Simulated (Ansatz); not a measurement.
Results of rVV10 (PAW; Ansatz, a first-principles code) for antiferromagnetic (type II) rock-salt NiO.

Run with plane-wave cutoff 520 eV, 14×14×14 k mesh, Fermi–Dirac smearing 0.01 eV, spin-polarised with opposed moments, scalar-relativistic PAW data made under PBE.

The cell is scaled about its equilibrium volume:

Shape and atoms are relaxed at each volume.

| V (Å³/atom) | P (GPa) | direct gap at Γ (eV) | smallest gap on the k mesh (eV) | c (Å) |
|---|---|---|---|---|
| 9.011 | 8.56 | 2.506 | 1.014 | 7.177 |
| 9.199 | 4.04 | 2.464 | 1.012 | 7.230 |
| 9.387 | 0.00 | 2.364 | 1.009 | 7.282 |
| 9.574 | -3.62 | 2.253 | 1.006 | 7.332 |
| 9.762 | -6.87 | 2.150 | 1.002 | 7.382 |

The fundamental gap (1.01 eV at the equilibrium volume, with added k points) lies elsewhere than Γ–Γ.

Note: without U or exact exchange, gaps and moments of open d shells tend to come out too small; the bulk modulus comes from volumes at which shape and atoms were relaxed.
